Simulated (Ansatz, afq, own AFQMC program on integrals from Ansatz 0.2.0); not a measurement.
# Si₂H₄ (triplet): AFQMC on the coupled-cluster ladder at distance Si1–H5 along a hydrogen transfer = 1.939 Å, cc-pVTZ

Aim: compute Si₂H₄ (triplet) with auxiliary-field quantum Monte Carlo on the same integrals as coupled cluster, and set the energies side by side.

Program: Ansatz 0.2.0, Gaussian basis, and an in-house AFQMC program (afq) on its integrals; all values are calculated. Level of theory: cc-pVTZ, frozen cores. These are calculated values, not measurements.

To be run: CCSD(T) on UHF; CCSD(T) on UHF; PBE (unrestricted); r2SCAN (unrestricted); CCSD(T) on UHF; PBE0 (unrestricted); B3LYP (unrestricted); wB97M-V (unrestricted); B2PLYP (unrestricted); Phaseless AFQMC, CISD trial on UHF.

**1. The geometry**

The geometry derives from fragments relaxed apart (PBE0/def2-TZVP) and kept rigid, so it is no stationary point. A hydrogen atom is moved between rigid fragments.

6 atoms, charge 0, spin multiplicity 3.

Atoms are counted from 1 here; the program's logs count them from 0.

Bond lengths: Si1–H2 1.485 Å, Si1–H3 1.485 Å, Si1–H4 1.485 Å, H5–Si6 1.440 Å. Angles: H2–Si1–H3 109.5°, H2–Si1–H4 109.5°, H3–Si1–H4 109.5°.

**2. CCSD(T) on UHF**

File in.yaml:

```yaml
crystal:
  periodic: [false, false, false]
  atoms:
    - {symbol: Si, position_ang: [-1.583962, 0.000000, 0.000000]}
    - {symbol: H, position_ang: [-2.078834, 1.399708, 0.000000]}
    - {symbol: H, position_ang: [-2.078834, -0.699854, 1.212183]}
    - {symbol: H, position_ang: [-2.078834, -0.699854, -1.212182]}
    - {symbol: H, position_ang: [0.355038, 0.000000, 0.000000]}
    - {symbol: Si, position_ang: [1.795038, 0.000000, 0.000000]}
basis:
  gaussian: {orbitals: cc-pVTZ}
magnetization: {spin_polarized: true, initial_magnetization: 2}
correlation: {method: ccsd_t, electrons: outside_noble_gas, hamiltonian_folder: ham}
```

Command:

```console
$ ansatz run in.yaml --threads 1 --pin off --events-out ev --progress --plain --max-ram 16896MiB --backend cuda --devices 0, --max-vram 18GiB
```

The program printed, cut to the lines that bear on the results:

```text
Functional definition: HF
  name "HF"
  cite "Fock, Z. Phys. 61, 126 (1930) doi:10.1007/BF01340294"
  parent pbe
[...]
712 factors; integrals over basis functions are off by at most 1.4e-3 eV
[...]
mean field -15784.11705734 eV, -580.0556029985 hartree, gradient 1.4e-6 eV, S^2 2.032087; 11 other end points of the search recorded, 0 dependent functions left out
determinant -15784.11705734 eV, -580.0556029985 hartree, with singles and doubles -15791.47539559 eV, -580.3260169414 hartree
determinant -15783.82414245 eV, -580.0448385748 hartree, with singles and doubles -15791.13334100 eV, -580.3134466670 hartree
determinant -15781.04631076 eV, -579.9427551429 hartree, with singles and doubles -15788.22850787 eV, -580.2066960185 hartree
determinant -15784.11705734 eV, -580.0556029985 hartree, with singles and doubles -15791.30478647 eV, -580.3197471718 hartree
determinant -15783.82414245 eV, -580.0448385748 hartree, with singles and doubles -15790.95877046 eV, -580.3070313180 hartree
10 core orbitals not correlated: weight in the atoms' cores, before any rotation towards them, 1.000 or more for the frozen orbitals, at most 0.000 for the correlated occupied ones
reference -15784.11705734 eV, -580.0556029985 hartree; 7, 5 occupied and 107, 109 virtual orbitals, 712 factors
second order -5.93888459 eV of doubles, -0.00000000 eV of singles
cycle   1  -7.18772953 eV  change   -4.0e-7 eV  update   3.0e-6
perturbative correction -0.28115030 eV, -0.0103320830 hartree
Total energy: -15791.58593717 eV, -580.3300792696 hartree
```

Run time: 17 s. Hardware: 1 × NVIDIA H100 80GB HBM3 with 1 thread of AMD EPYC 7R13 (Zen 3), shared host; peak host memory 2.1 GiB.

From the report: ⟨S²⟩ of the determinant 2.032 (pure triplet: 2.00); correlation -7.4689 eV; T1 0.024; largest double amplitude 0.10.

This run also writes the integrals to the folder ham.

**3. CCSD(T) on UHF**

in.yaml, as its differences from that of step 2:

```diff
@@ -10,4 +10,4 @@
 basis:
-  gaussian: {orbitals: cc-pVTZ}
+  gaussian: {orbitals: def2-TZVPP}
 magnetization: {spin_polarized: true, initial_magnetization: 2}
-correlation: {method: ccsd_t, electrons: outside_noble_gas, hamiltonian_folder: ham}
+correlation: {method: ccsd_t, electrons: outside_noble_gas}
```

Launched as before.

The program printed, cut to the lines that bear on the results:

```text
Functional definition: HF
  name "HF"
  cite "Fock, Z. Phys. 61, 126 (1930) doi:10.1007/BF01340294"
  parent pbe
[...]
790 factors; integrals over basis functions are off by at most 1.2e-3 eV
[...]
mean field -15783.91982920 eV, -580.0483549981 hartree, gradient 3.4e-6 eV, S^2 2.032849; 12 other end points of the search recorded, 0 dependent functions left out
determinant -15783.91982920 eV, -580.0483549981 hartree, with singles and doubles -15791.29351912 eV, -580.3193331046 hartree
determinant -15783.61408803 eV, -580.0371192172 hartree, with singles and doubles -15790.94212983 eV, -580.3064197862 hartree
determinant -15780.83999417 eV, -579.9351731483 hartree, with singles and doubles -15788.03654222 eV, -580.1996414109 hartree
determinant -15783.91982920 eV, -580.0483549981 hartree, with singles and doubles -15791.12228058 eV, -580.3130402043 hartree
determinant -15783.61408803 eV, -580.0371192172 hartree, with singles and doubles -15790.76699812 eV, -580.2999838145 hartree
10 core orbitals not correlated: weight in the atoms' cores, before any rotation towards them, 1.000 or more for the frozen orbitals, at most 0.000 for the correlated occupied ones
reference -15783.91982920 eV, -580.0483549981 hartree; 7, 5 occupied and 123, 125 virtual orbitals, 790 factors
second order -5.94630489 eV of doubles, -0.00000000 eV of singles
cycle   1  -7.20245196 eV  change   -5.8e-7 eV  update   3.0e-6
perturbative correction -0.28326895 eV, -0.0104099419 hartree
Total energy: -15791.40555012 eV, -580.3234501677 hartree
```

Run time: 19 s. Hardware: 1 × NVIDIA H100 80GB HBM3 with 1 thread of AMD EPYC 7R13 (Zen 3), shared host; peak host memory 2.1 GiB.

From the report: ⟨S²⟩ of the determinant 2.033 (pure triplet: 2.00); correlation -7.4857 eV; T1 0.025; largest double amplitude 0.10.

**4. PBE (unrestricted)**

in.yaml, as its differences from that of step 3:

```diff
@@ -10,4 +10,5 @@
 basis:
-  gaussian: {orbitals: def2-TZVPP}
+  gaussian: {orbitals: cc-pVTZ}
 magnetization: {spin_polarized: true, initial_magnetization: 2}
-correlation: {method: ccsd_t, electrons: outside_noble_gas}
+hamiltonian: {xc: {name: PBE}}
+output: {orbitals: {seedname: orbitals}}
```

Command:

```console
$ ansatz run in.yaml --threads 1 --pin off --events-out ev --progress --plain --max-ram 5632MiB --backend cpu
```

The program printed, cut to the lines that bear on the results:

```text
Functional definition: PBE
  name "PBE"
  cite "Perdew, Burke & Ernzerhof, Phys. Rev. Lett. 77, 3865 (1996) doi:10.1103/PhysRevLett.77.3865"
  parent pbe
[...]
790 factors; their error is unknown
[...]
mean field -15807.81330279 eV, -580.9264239568 hartree, gradient 1.1e-6 eV, S^2 2.012039; 12 other end points of the search recorded, 0 dependent functions left out
reference -15807.81334397 eV, -580.9264254701 hartree; 17, 15 occupied and 107, 109 virtual orbitals, 790 factors
Total energy: -15807.81334397 eV, -580.9264254701 hartree
```

Wall time 51 s (1 thread of AMD EPYC 7R13 (Zen 3), shared host); peak memory 2.1 GiB.

From the report: ⟨S²⟩ of the determinant 2.012 (pure triplet: 2.00).

**5. r2SCAN (unrestricted)**

in.yaml, as its differences from that of step 4:

```diff
@@ -12,3 +12,2 @@
 magnetization: {spin_polarized: true, initial_magnetization: 2}
-hamiltonian: {xc: {name: PBE}}
-output: {orbitals: {seedname: orbitals}}
+hamiltonian: {xc: {name: r2SCAN}}
```

Launched as before.

The program printed, cut to the lines that bear on the results:

```text
Functional definition: r2SCAN
  name "r2SCAN"
  cite "Furness, Kaplan, Ning, Perdew & Sun, J. Phys. Chem. Lett. 11, 8208 (2020) doi:10.1021/acs.jpclett.0c02405"
  cite "Furness, Kaplan, Ning, Perdew & Sun, J. Phys. Chem. Lett. 11, 9248 (2020) doi:10.1021/acs.jpclett.0c03077"
  parent r2scan
[...]
790 factors; their error is unknown
[...]
mean field -15814.62426416 eV, -581.1767221704 hartree, gradient 8.4e-6 eV, S^2 2.020076; 7 other end points of the search recorded, 0 dependent functions left out
reference -15814.62427791 eV, -581.1767226758 hartree; 17, 15 occupied and 107, 109 virtual orbitals, 790 factors
Total energy: -15814.62427791 eV, -581.1767226758 hartree
```

Wall time 25 s (1 thread of AMD EPYC 7R13 (Zen 3), shared host); peak memory 2.1 GiB.

From the report: ⟨S²⟩ of the determinant 2.020 (pure triplet: 2.00).

**6. CCSD(T) on UHF**

in.yaml, as its differences from that of step 5:

```diff
@@ -10,4 +10,4 @@
 basis:
-  gaussian: {orbitals: cc-pVTZ}
+  gaussian: {orbitals: "def2-QZVPP.json"}
 magnetization: {spin_polarized: true, initial_magnetization: 2}
-hamiltonian: {xc: {name: r2SCAN}}
+correlation: {method: ccsd_t, electrons: outside_noble_gas}
```

Command:

```console
$ ansatz run in.yaml --threads 1 --pin off --events-out ev --progress --plain --max-ram 16896MiB --backend cuda --devices 0, --max-vram 18GiB
```

The program printed, cut to the lines that bear on the results:

```text
Functional definition: HF
  name "HF"
  cite "Fock, Z. Phys. 61, 126 (1930) doi:10.1007/BF01340294"
  parent pbe
[...]
1512 factors; integrals over basis functions are off by at most 1.0e-3 eV
[...]
mean field -15784.40482626 eV, -580.0661783113 hartree, gradient 6.7e-6 eV, S^2 2.033344; 14 other end points of the search recorded, 0 dependent functions left out
determinant -15784.40482626 eV, -580.0661783113 hartree, with singles and doubles -15792.18508431 eV, -580.3520975209 hartree
determinant -15784.09330260 eV, -580.0547300277 hartree, with singles and doubles -15791.83483856 eV, -580.3392262270 hartree
determinant -15781.32785290 eV, -579.9531016257 hartree, with singles and doubles -15788.91068842 eV, -580.2317656912 hartree
determinant -15780.92097249 eV, -579.9381490467 hartree, with singles and doubles -15788.77753837 eV, -580.2268725173 hartree
determinant -15784.40482626 eV, -580.0661783113 hartree, with singles and doubles -15791.89633107 eV, -580.3414860349 hartree
determinant -15784.09330260 eV, -580.0547300277 hartree, with singles and doubles -15791.54059266 eV, -580.3284128897 hartree
10 core orbitals not correlated: weight in the atoms' cores, before any rotation towards them, 1.000 or more for the frozen orbitals, at most 0.000 for the correlated occupied ones
reference -15784.40482626 eV, -580.0661783113 hartree; 7, 5 occupied and 243, 245 virtual orbitals, 1512 factors
second order -6.34245795 eV of doubles, -0.00000000 eV of singles
cycle   1  -7.49150505 eV  change   -2.5e-7 eV  update   1.7e-6
perturbative correction -0.31572576 eV, -0.0116027075 hartree
Total energy: -15792.21205707 eV, -580.3530887515 hartree
```

Wall time 54 s (1 × NVIDIA H100 80GB HBM3 with 1 thread of AMD EPYC 7R13 (Zen 3), shared host); peak host memory 2.1 GiB.

From the report: ⟨S²⟩ of the determinant 2.033 (pure triplet: 2.00); correlation -7.8072 eV; T1 0.026; largest double amplitude 0.09.

**7. PBE0 (unrestricted)**

in.yaml, as its differences from that of step 6:

```diff
@@ -10,4 +10,5 @@
 basis:
-  gaussian: {orbitals: "def2-QZVPP.json"}
+  gaussian: {orbitals: cc-pVTZ}
 magnetization: {spin_polarized: true, initial_magnetization: 2}
-correlation: {method: ccsd_t, electrons: outside_noble_gas}
+hamiltonian: {xc: {name: PBE0}}
+output: {orbitals: {seedname: orbitals}}
```

Command:

```console
$ ansatz run in.yaml --threads 1 --pin off --events-out ev --progress --plain --max-ram 5632MiB --backend cpu
```

The program printed, cut to the lines that bear on the results:

```text
Functional definition: PBE0
  name "PBE0"
  cite "Adamo & Barone, J. Chem. Phys. 110, 6158 (1999) doi:10.1063/1.478522"
  cite "Perdew, Burke & Ernzerhof, Phys. Rev. Lett. 77, 3865 (1996) doi:10.1103/PhysRevLett.77.3865"
  parent pbe
[...]
808 factors; their error is unknown
[...]
mean field -15809.30866800 eV, -580.9813776149 hartree, gradient 5.6e-6 eV, S^2 2.017163; 8 other end points of the search recorded, 0 dependent functions left out
reference -15809.30869906 eV, -580.9813787561 hartree; 17, 15 occupied and 107, 109 virtual orbitals, 808 factors
Total energy: -15809.30869906 eV, -580.9813787561 hartree
```

It took 18 s on 1 thread of AMD EPYC 7R13 (Zen 3), shared host; peak memory 2.1 GiB.

From the report: ⟨S²⟩ of the determinant 2.017 (pure triplet: 2.00).

**8. B3LYP (unrestricted)**

in.yaml, as its differences from that of step 7:

```diff
@@ -12,3 +12,2 @@
 magnetization: {spin_polarized: true, initial_magnetization: 2}
-hamiltonian: {xc: {name: PBE0}}
-output: {orbitals: {seedname: orbitals}}
+hamiltonian: {xc: {name: B3LYP}}
```

Same command.

The program printed, cut to the lines that bear on the results:

```text
Functional definition: B3LYP
  name "B3LYP"
  cite "Stephens, Devlin, Chabalowski & Frisch, J. Phys. Chem. 98, 11623 (1994) doi:10.1021/j100096a001"
  cite "Becke, Phys. Rev. A 38, 3098 (1988) doi:10.1103/PhysRevA.38.3098"
  cite "Lee, Yang & Parr, Phys. Rev. B 37, 785 (1988) doi:10.1103/PhysRevB.37.785"
  cite "Vosko, Wilk & Nusair, Can. J. Phys. 58, 1200 (1980) doi:10.1139/p80-159"
[...]
808 factors; their error is unknown
[...]
mean field -15817.40581360 eV, -581.2789422271 hartree, gradient 2.7e-6 eV, S^2 2.011167; 8 other end points of the search recorded, 0 dependent functions left out
reference -15817.40606707 eV, -581.2789515421 hartree; 17, 15 occupied and 107, 109 virtual orbitals, 808 factors
Total energy: -15817.40606707 eV, -581.2789515421 hartree
```

It took 31 s on 1 thread of AMD EPYC 7R13 (Zen 3), shared host; peak memory 2.1 GiB.

From the report: ⟨S²⟩ of the determinant 2.011 (pure triplet: 2.00).

**9. wB97M-V (unrestricted)**

in.yaml, as its differences from that of step 8:

```diff
@@ -12,2 +12,3 @@
 magnetization: {spin_polarized: true, initial_magnetization: 2}
-hamiltonian: {xc: {name: B3LYP}}
+hamiltonian: {xc: {name: wB97M-V}}
+output: {orbitals: {seedname: orbitals}}
```

Launched as before.

The program printed, cut to the lines that bear on the results:

```text
Functional definition: wB97M-V
  name "wB97M-V"
  cite "Mardirossian & Head-Gordon, J. Chem. Phys. 144, 214110 (2016) doi:10.1063/1.4952647"
  cite "Becke, J. Chem. Phys. 107, 8554 (1997) doi:10.1063/1.475007"
  cite "Vydrov & Van Voorhis, J. Chem. Phys. 133, 244103 (2010) doi:10.1063/1.3521275"
  # Of w^i u^j: cxij and so on, Table III.
[...]
  gx(w, u) = 1 - cx + cx01*u + cx10*w
  gss(w, u) = css00 + css04*u^4 + css10*w + css20*w^2 + css43*w^4*u^3
  gos(w, u) = cos00 + cos10*w + (cos20 + cos21*u)*w^2 + (cos60 + cos61*u)*w^6
[...]
      + integral(e_c_pw_mod_opposite_spin*gos(b97_w_opposite, b97_u_opposite)) + vv10(b, c)
808 factors; their error is unknown
188 factors; integrals over basis functions are off by at most 1.2e-4 eV
[...]
mean field -15814.26991633 eV, -581.1637001282 hartree, gradient 1.6e-5 eV, S^2 2.012500; 4 other end points of the search recorded, 0 dependent functions left out
reference -15814.26995848 eV, -581.1637016769 hartree; 17, 15 occupied and 107, 109 virtual orbitals, 808 factors
Total energy: -15814.26995848 eV, -581.1637016769 hartree
```

Wall time 32 s (1 thread of AMD EPYC 7R13 (Zen 3), shared host); peak memory 2.1 GiB.

From the report: ⟨S²⟩ of the determinant 2.013 (pure triplet: 2.00).

**10. B2PLYP (unrestricted)**

in.yaml, as its differences from that of step 9:

```diff
@@ -12,3 +12,3 @@
 magnetization: {spin_polarized: true, initial_magnetization: 2}
-hamiltonian: {xc: {name: wB97M-V}}
-output: {orbitals: {seedname: orbitals}}
+hamiltonian: {xc: {name: B2PLYP}}
+correlation: {electrons: outside_noble_gas}
```

Same command.

The program printed, cut to the lines that bear on the results:

```text
Functional definition: B2PLYP
  name "B2PLYP"
  cite "Grimme, J. Chem. Phys. 124, 034108 (2006) doi:10.1063/1.2148954"
  cite "Becke, Phys. Rev. A 38, 3098 (1988) doi:10.1103/PhysRevA.38.3098"
  cite "Lee, Yang & Parr, Phys. Rev. B 37, 785 (1988) doi:10.1103/PhysRevB.37.785"
[...]
712 factors; integrals over basis functions are off by at most 1.4e-3 eV
[...]
mean field -15807.25615451 eV, -580.9059491352 hartree, gradient 4.6e-6 eV, S^2 2.019181; 6 other end points of the search recorded, 0 dependent functions left out
10 core orbitals not correlated: weight in the atoms' cores, before any rotation towards them, 1.000 or more for the frozen orbitals, at most 0.000 for the correlated occupied ones
reference -15807.25631553 eV, -580.9059550527 hartree; 7, 5 occupied and 107, 109 virtual orbitals, 712 factors
second order -7.57017132 eV of doubles, -0.00000000 eV of singles
Total energy: -15809.30026179 eV, -580.9810686921 hartree
```

It took 16 s on 1 thread of AMD EPYC 7R13 (Zen 3), shared host; peak memory 2.1 GiB.

From the report: ⟨S²⟩ of the determinant 2.019 (pure triplet: 2.00).

**11. Phaseless AFQMC, CISD trial on UHF**

It reads the integrals that the CCSD(T) run on this determinant wrote.

Command:

```console
$ afq ham --method phaseless --trial cisd --walkers 600 --populations 10 --least-time 60 --time-step 0.005 --steps-per-block 50 --equilibration-blocks 28 --max-blocks 4000 --target-error 0.00021 --factor-cut 1e-05 --start spin_pure --seed 9060 --release-times 0.24,0.51,0.99,1.62,2.4 --release-step 0.03 --release-every 3 --taylor-order 6
```

The program printed:

```text
orbitals 114  electrons 7 5  factors 699 of 712
reference energy -580.05560300 Eh
CCSD correlation -0.26414456 Eh in 13 cycles, weight of the determinant in the CISD state 0.8374
energy of the start -580.318532 Eh
 block  time / (1/Eh)  mean weight  energy / Eh
     1     0.250  1.0004  -580.314416
     2     0.500  1.0002  -580.316116
     3     0.750  1.0006  -580.318779
     4     1.000  0.9997  -580.321868
     5     1.250  0.9989  -580.322919
     6     1.500  0.9995  -580.324405
     7     1.750  0.9994  -580.326935
     8     2.000  0.9995  -580.328236
     9     2.250  0.9996  -580.330033
    10     2.500  0.9993  -580.330155
    11     2.750  0.9999  -580.330697
    16     4.000  1.0001  -580.330564
    21     5.250  1.0009  -580.331704
    26     6.500  1.0001  -580.329126
    31     7.750  1.0003  -580.332821
    36     9.000  0.9995  -580.330193
    41    10.250  0.9994  -580.329744
    46    11.500  0.9998  -580.333400
    51    12.750  1.0007  -580.331385
    56    14.000  0.9995  -580.330439
    61    15.250  1.0013  -580.330737
    66    16.500  1.0001  -580.333531
    71    17.750  0.9998  -580.329505
    76    19.000  1.0001  -580.332615
    81    20.250  1.0004  -580.329736
    86    21.500  0.9996  -580.331870
    91    22.750  0.9992  -580.332516
    96    24.000  0.9999  -580.332173
   101    25.250  0.9998  -580.333368
   106    26.500  1.0002  -580.329219
   111    27.750  0.9995  -580.330646
   116    29.000  0.9998  -580.332223
   121    30.250  1.0008  -580.332849
   126    31.500  0.9995  -580.330551
   131    32.750  0.9984  -580.330097
   136    34.000  1.0010  -580.331418
   141    35.250  0.9996  -580.332121
   146    36.500  0.9998  -580.330170
   151    37.750  1.0014  -580.329582
   156    39.000  0.9981  -580.329293
   161    40.250  0.9993  -580.330938
   166    41.500  0.9991  -580.331284
   171    42.750  1.0011  -580.330766
   176    44.000  1.0000  -580.328815
   181    45.250  1.0004  -580.331566
   186    46.500  0.9999  -580.330902
   191    47.750  0.9998  -580.331223
   196    49.000  1.0001  -580.328905
   201    50.250  1.0009  -580.331153
error from the spread of 10 populations
released: time / (1/Eh)  energy / Eh  error  mean overlap
  0.24  -580.331518  0.000237  0.9951
  0.51  -580.332159  0.000303  0.9894
  0.99  -580.332174  0.000162  0.9817
  1.62  -580.331983  0.000326  0.9802
  2.40  -580.332131  0.000317  0.9720
energy -580.331123 +/- 0.000309 Eh
```

Run time: 3.8 min. Hardware: 1 × NVIDIA H100 80GB HBM3 with 2 threads of AMD EPYC 7R13 (Zen 3), shared host; peak host memory 2.1 GiB.

Energy -15791.6143 ± 0.0084 eV. Caveats: constraint bias not in the error.

**12. All levels side by side**

On the UHF determinant, counted from CCSD(T) (a yardstick, not exact):

| level | energy (eV) | from CCSD(T) (kcal/mol) | statistical error (kcal/mol) | time |
| --- | --- | --- | --- | --- |
| HF | -15784.1171 | +172.24 |  |  |
| MP2 | -15790.0559 | +35.28 |  |  |
| CCSD | -15791.3048 | +6.48 |  |  |
| CCSD(T) | -15791.5859 | 0.00 |  |  |
| Phaseless AFQMC, CISD trial, step 0.005, 600 walkers | -15791.6143 | -0.66 | 0.19 | 3.8 min |

The functionals' totals stand on their own zeros and serve differences with other points: PBE -15807.813 eV; r2SCAN -15814.624 eV; PBE0 -15809.309 eV; B3LYP -15817.406 eV; wB97M-V -15814.270 eV; B2PLYP -15809.300 eV.

**13. Summary of results**

| quantity | value |
| --- | --- |
| Phaseless AFQMC, CISD trial on UHF from CCSD(T) | -0.66 ± 0.19 kcal/mol |

**Reading.** On UHF the phaseless walk with the CISD trial lies -0.66 kcal/mol from CCSD(T), 3 times its error bar. Error bars are statistical and leave out the constraint, the time step and what remains of the start.
